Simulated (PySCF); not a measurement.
# C2H3F: the cost of one run

Method: levels as typed in each script, gas phase, geometry from GFN2-xTB; program: PySCF 2.14.0.

## Step 1: The system as given

SMILES `FC=C`, 6 atoms, charge 0, spin multiplicity 1.

Bond lengths: F1–C2 1.342 Å, C2–C3 1.314 Å, C2–H4 1.081 Å, C3–H5 1.073 Å, C3–H6 1.075 Å. Angles: F1–C2–C3 122.0°, F1–C2–H4 111.5°, C3–C2–H4 126.5°, C2–C3–H5 120.6°, C2–C3–H6 121.4°, H5–C3–H6 118.0°.

Geometry (Å):

```xyz
6
charge 0, multiplicity 1
F     1.14950   -0.22511    0.00000
C    -0.01913    0.43421    0.00000
C    -1.17326   -0.19494    0.00000
H     0.12918    1.50455    0.00000
H    -2.09462    0.35495    0.00000
H    -1.22571   -1.26911    0.00000
```

## Step 2: Density, bond paths and surface potential (PBE/def2-tzvp)

Input file input.py:

```python
import numpy as np
from pyscf import gto, scf, dft
from pyscf.scf import atom_ks, atom_hf
from scipy.linalg import block_diag

def solve(mol, dm0=None, hcore=None):
    mf = (dft.UKS if mol.spin else dft.RKS)(mol, xc='pbe')
    mf.grids.level = 3
    mf = mf.density_fit(auxbasis='def2-universal-jkfit')
    mf.conv_tol, mf.max_cycle = 1e-8, 80
    if hcore is not None:
        mf.get_hcore = lambda *args: hcore
    mf.kernel(dm0)
    if not mf.converged:
        mf = mf.newton().run(mf.mo_coeff, mf.mo_occ, max_cycle=30)
    assert mf.converged, 'SCF not converged'
    return mf

mol = gto.M(atom='''
F      1.14950    -0.22511     0.00000
C     -0.01913     0.43421     0.00000
C     -1.17326    -0.19494     0.00000
H      0.12918     1.50455     0.00000
H     -2.09462     0.35495     0.00000
H     -1.22571    -1.26911     0.00000
''', basis='def2-tzvp', charge=0, spin=0, verbose=4)
mf = solve(mol)
mf.analyze()
# spherically averaged free atoms, for the promolecule
atm = atom_ks.get_atm_nrks(mol, xc='pbe')
pro = block_diag(*[(atm[a[0]][2] * atm[a[0]][3]) @ atm[a[0]][2].T for a in mol._atom])
np.savez('result.npz', e=mf.e_tot, c=mf.mo_coeff, occ=mf.mo_occ, eps=mf.mo_energy, pro=pro, dip=mf.dip_moment(verbose=0), s2=mf.spin_square()[0])
```

Command:

```console
OMP_NUM_THREADS=1 python input.py
```

**Question.** How long does this run take on 1 thread of Intel Xeon Platinum 8259CL at 2.50GHz (Skylake/Cascade Lake), shared host, and how much memory does it need?

About 12 s, with a peak of 0.4 GiB.
